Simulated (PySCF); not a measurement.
A made-up structure of MgBH₃O, closed shell:

```
6
angstrom
B -1.2207 0.5136 -0.9910
Mg 0.4534 -0.2038 0.3587
O 1.7579 -0.7611 1.4098
H -2.0201 -0.2262 -1.4991
H -1.3936 1.6701 -1.2683
H 1.0784 1.2825 0.9576
```

It is relaxed with PBE-D4/def2-SVP and then PBE0-D4/def2-TZVP (PySCF 2.14 with density fitting (its default auxiliary sets; JK sets also for MP2 and CCSD(T))). Atoms count as bonded within 1.22 times the sum of their covalent radii (H–H: 0.88 Å). The end point is not checked to be a true minimum.

Question: Does its bonding change? (Judge from chemistry; the calculation decides.)

Answer: The calculation gives: Yes. Formed: O3–H6; broken: Mg2–H6.

Where it ends: The first stage lowers the energy by 5.17 eV in 26 steps. It ends as MgBH₃O ([BH2][Mg][OH]):
| atom | x (Å) | y (Å) | z (Å) |
| --- | --- | --- | --- |
| B1 | -1.5344 | 0.0370 | -1.2159 |
| Mg2 | 0.2180 | 0.4889 | 0.1485 |
| O3 | 1.5860 | 0.8295 | 1.2117 |
| H4 | -1.9120 | -1.0788 | -1.4539 |
| H5 | -2.1750 | 0.8891 | -1.7705 |
| H6 | 2.3103 | 1.0463 | 1.7816 |

Labels in which every atom is bracketed show which atoms are joined, not bond orders.

For scale, one of the runs: PBE0-D4/def2-TZVP relaxation, 112 basis functions, launched by `OMP_NUM_THREADS=2 python run.py`. Hardware: 2 CPU threads of an Arm Neoverse V2, shared host. Wall time 82 s; peak host memory 1.1 GiB.
